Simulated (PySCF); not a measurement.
Reaction (SMILES): C#CC → C1C=C1
B3LYP-D3(BJ)/def2-TZVP geometries, fixed; electronic energies without zero-point terms.
Largest species:
```xyz
7

C     -0.0011    -0.0004     0.2181
C     -0.0068    -0.0029     1.4176
C      0.0060     0.0025    -1.2360
H     -0.0119    -0.0051     2.4795
H      0.0152     1.0232    -1.6237
H      0.8874    -0.5130    -1.6226
H     -0.8790    -0.5002    -1.6311
```

Effect of the grid level at B3LYP/def2-SVP with PySCF, against the last row, where the isomerisation energy is 21.00 kcal/mol. Cost is core time over that of grids.level: 1, rough, on shared machines of one kind; a dash marks a row that isn't timed (too short, read off another run, short of memory, by another algorithm or on other hardware).

| setting | grid points, largest species | largest shift of a total energy (mEh) | shift of the isomerisation energy (kcal/mol) | cost |
|---|---|---|---|---|
| grids.level: 0 | 5744 | 25.115 | -0.106 | - |
| grids.level: 1 | 25432 | 0.001 | 0.001 | 1× |
| grids.level: 2 | 55112 | 0.000 | 0.000 | 2× |
| grids.level: 3 | 81592 | 0.000 | 0.000 | 2× |
| grids.level: 4 | 148656 | 0.000 | 0.000 | 3× |
| grids.level: 5 | 223096 | 0.000 | 0.000 | 4× |
| grids.level: 7 | 460160 | 0.000 | 0.000 | 7× |

Within 0.05 kcal/mol in the isomerisation energy: grids.level: 1; grids.level: 2; grids.level: 3; grids.level: 4; grids.level: 5. The largest shift is 25.115 mEh in a total energy and 0.106 kcal/mol in the difference.
